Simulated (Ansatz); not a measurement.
A nudged elastic band was laid between two geometries of BH3O + H2S (8 atoms, charge 0, multiplicity 1).

Method: RKS B3LYP-D4/def2-SVP (Ansatz).

```json
{
  "movable images": "7",
  "climbing image": "from the first iteration",
  "spring": "5.0 eV/Å²",
  "optimiser": "lbfgs",
  "start path": "through a guess of the saddle point",
  "force threshold": "0.05 eV/Å",
  "iteration limit": "60",
  "end points": "relaxed"
}
```

First end point:

```xyz
8
Properties=species:S:1:pos:R:3
B -0.018 -0.275 0.175
O -0.312 -0.819 1.380
H -1.253 -0.997 1.500
H 1.149 -0.060 -0.043
H -0.876 -0.095 -0.659
S -0.068 2.762 1.316
H 1.229 2.586 0.980
H 0.043 1.926 2.372
```

Last end point:

```xyz
8
Properties=species:S:1:pos:R:3
B 0.080 0.471 0.217
O -0.251 -0.251 1.763
H -1.097 -0.724 1.712
H 1.161 0.030 -0.080
H -0.879 0.127 -0.439
S 0.004 2.313 0.603
H 1.296 2.503 0.960
H -0.421 0.559 2.286
```

**Question.** Which bonds break or form, and what moves?

**Answer.** Bonds broken: S6–H8. Bonds formed: B1–S6, O2–H8. BH3O + H2S becomes BH5OS.

**Question.** What energy profile does the band end with?

**Answer.** It did not converge within its limit. The highest image is number 4 of 0 to 8, 89.4 kJ/mol above the first end and 54.5 kJ/mol above the last; the last end lies 34.9 kJ/mol above the first. The band didn't meet its force threshold, so its energies are provisional: the largest band force was still 0.07 eV/Å, and over the last iterations the top stayed at 0.93 eV. The orbitals stay closed-shell, which can raise the energy where a bond breaks towards radicals; this wasn't checked here.

```tsv
image	path coordinate (Å)	energy (kJ/mol)	S6–H8 (Å)	B1–S6 (Å)	O2–H8 (Å)
0	0.00	0.0	1.35	3.25	2.94
1	0.50	1.1	1.35	3.17	2.59
2	1.00	6.6	1.35	2.96	2.32
3	1.51	35.7	1.37	2.49	1.89
4	2.03	89.4	1.57	2.09	1.33
5	2.27	67.4	1.81	2.01	1.10
6	2.51	43.9	2.09	1.93	1.00
7	2.75	36.5	2.32	1.90	0.98
8	2.98	34.9	2.47	1.88	0.98
```

Time of the run: 11 min on 1 thread of Intel(R) Xeon(R) Platinum 8488C (Sapphire Rapids), on a shared host, peak memory 0.15 GiB.
